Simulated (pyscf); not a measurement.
Single points on ωB97X-D3(BJ)/def2-SVP structures (PySCF, gas phase).

Task: How much does it cost (ΔH, 298 K, ωB97M-D3(BJ)/def2-TZVP) to split F–WH₃(F)–F at its H–W bond into [F–WH₂(F)–F]• + H•?

Result: H–W to [F–WH₂(F)–F]• + H•: 49.2 kcal/mol. The 7 functionals that were run give +46.4 (M06-2X) to +53.2 kcal/mol (PBE). The radicals are drawn with the spin at the cut bond; how far it spreads was not checked. Open-shell species with a d-block atom are single-reference here; other states, and whether the spin sits on metal or ligand, were not checked. Elements past Kr carry the def2 core potentials, without spin-orbit coupling.
